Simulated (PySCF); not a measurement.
**Electronic absorption of formyl fluoride**

Formyl fluoride, CHFO.
InChI=1S/CHFO/c2-1-3/h1H

Level of theory: TDDFT B3LYP/def2-SVPD, vertical, gas phase, core orbitals frozen in the response (PySCF 2.14.0, density-fitted response routines). Geometry: GFN2-xTB; no solvent, vibrations or thermal averaging.

```csv
state,E (eV),E (kJ/mol),λ (nm),f,|μ| (D),symmetry,"main configurations (H = HOMO, L = LUMO)"
S1,6.00,579,206.6,0.0018,0.28,–,H→L (100%)
S2,8.66,836,143.1,0.0002,0.07,–,H-2→L (100%)
S3,8.93,862,138.8,0.0051,0.39,A′,"H→L+1 (83%), H-1→L (15%)"
S4,9.28,895,133.6,0.122,1.86,A′,"H-1→L (54%), H→L+2 (21%), H→L+1 (14%)"
S5,9.94,959,124.7,0.123,1.80,A′,"H→L+2 (74%), H-1→L (13%), H→L+3 (10%)"
S6,10.69,1031,116.0,0.0059,0.38,A″,H-1→L+1 (99%)
S7,10.78,1040,115.0,0.012,0.54,A″,H→L+4 (99%)
S8,10.80,1042,114.8,0.088,1.47,A′,H→L+3 (80%)
```

Triplets, Tamm–Dancoff:

| state | E (eV) | λ (nm) | main configurations (H = HOMO, L = LUMO) |
| --- | --- | --- | --- |
| T1 | 5.37 | 230.8 | H→L (99%) |
| T2 | 6.57 | 188.7 | H-1→L (95%) |
| T3 | 8.17 | 151.8 | H-2→L (96%) |

The lowest singlet comes at 207 nm (579 kJ/mol) in the ultraviolet; it is very weak; its leading configuration is HOMO→LUMO (100%). The largest oscillator strength of a single state is 0.123. S1 has the pattern of n→π* at C=O. The listed states span 4.80 eV, and the widest gap between neighbours is 2.66 eV (S1 to S2). Orbital energies (eV): HOMO-3 -14.05, HOMO-2 -11.89, HOMO-1 -11.24, HOMO -9.46, LUMO -1.43, LUMO+1 0.55, LUMO+2 1.39. Of the 8 states listed, 4 reach f = 0.01 and 1 stays under 0.0005. Symmetry labels in Cs follow from the direction of the transition dipole and are given only for states with f of 0.002 or more. The window holds the lowest 8 singlets.
